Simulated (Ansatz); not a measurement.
in.yaml

```yaml
crystal:
  periodic: [false, false, false]
  atoms:
    - {symbol: Si, position_ang: [0.000000, 0.000000, 3.230439]}
    - {symbol: N, position_ang: [0.000000, 0.000000, -0.431175]}
    - {symbol: H, position_ang: [0.000000, 0.000000, -2.799265]}
basis:
  gaussian: {orbitals: 6-31G, point_charges: [{charge: 1.00, position_ang: [3.551, -0.541, -0.133]}]}
magnetization: {spin_polarized: true, initial_magnetization: 8}
hamiltonian: {xc: hf}
output: {orbitals: {seedname: orbitals}}
```

```sh
$ ansatz run in.yaml --threads 1 --pin off --events-out ev --progress --plain --max-ram 2393MiB
```

How does this run end?

Converged. The settings were drawn as a stress test.
```
306 factors; integrals over basis functions are off by at most 2.4e-4 eV
mean field evaluation 1: about -9349.6369 eV, gradient 6.4e0 eV
mean field evaluation 2: about -9349.7247 eV, gradient 6.6e0 eV
mean field evaluation 4: about -9350.1677 eV, gradient 3.9e-1 eV
mean field evaluation 8: about -9350.1724 eV, gradient 7.2e-5 eV
mean field -9350.17242285 eV, -343.6124987653 hartree, gradient 7.7e-6 eV, S^2 20.004926; 0 other end points of the search recorded, 0 dependent functions left out
reference -9350.17242285 eV, -343.6124987653 hartree; 15, 7 occupied and 9, 17 virtual orbitals, 306 factors
Total energy: -9350.17242285 eV, -343.6124987653 hartree
```
